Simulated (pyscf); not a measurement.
H₅O₃Si₃ (SMILES O1[SiH]O[SiH2]O[SiH2]1) [doublet] + F–CH₂–F (SMILES FCF) -> H₅FO₃Si₃ (SMILES F[SiH]1O[SiH2]O[SiH2]O1) + •H₂C–F (SMILES [CH2]F), an atom transfer (doublet surface; C–F broken, F–Si formed). PySCF, gas phase, ωB97X-D3(BJ)/def2-SVP geometries. Energies in eV from the separated reactants.

AM1 to PM7: differences of heats of formation from MOPAC, which are fitted to 298 K values and so differ in kind from electronic energies by zero-point and thermal terms. Open shells are spin-unrestricted. 

In single points PM7 puts the saddle at 0.88 eV and the reaction energy at -1.86 eV. Should these be trusted to within a few kcal/mol? Compare with ωB97M-D3(BJ)/def2-TZVP.

ωB97M-D3(BJ)/def2-TZVP gives ΔE‡ = 1.07 eV and ΔE = -1.85 eV. PM7 lies 0.19 eV under it in the barrier and 0.01 eV under it in the reaction energy, so on this step it does not hold to within 0.13 eV. ωB97M-D3(BJ)/def2-TZVP has limits of its own. On the product side the descent ends in a complex (not fully relaxed), 0.19 eV under the separated species and 3.17 eV under the saddle at ωB97X-D3(BJ)/def2-TZVP. At ωB97X-D3(BJ)/def2-TZVP the barrier from the zero used here is 1.19 eV. The same reactants have a lower exit, to cyclic H₆O₃Si₃ (SMILES O1[SiH2]O[SiH2]O[SiH2]1) + F–CH•–F (barrier +0.77 eV at ωB97M-D3(BJ)/def2-TZVP, against +1.07 eV here). This is the saddle that the search found; another between the same sides may lie lower. The angle at the transferred F is 154°.
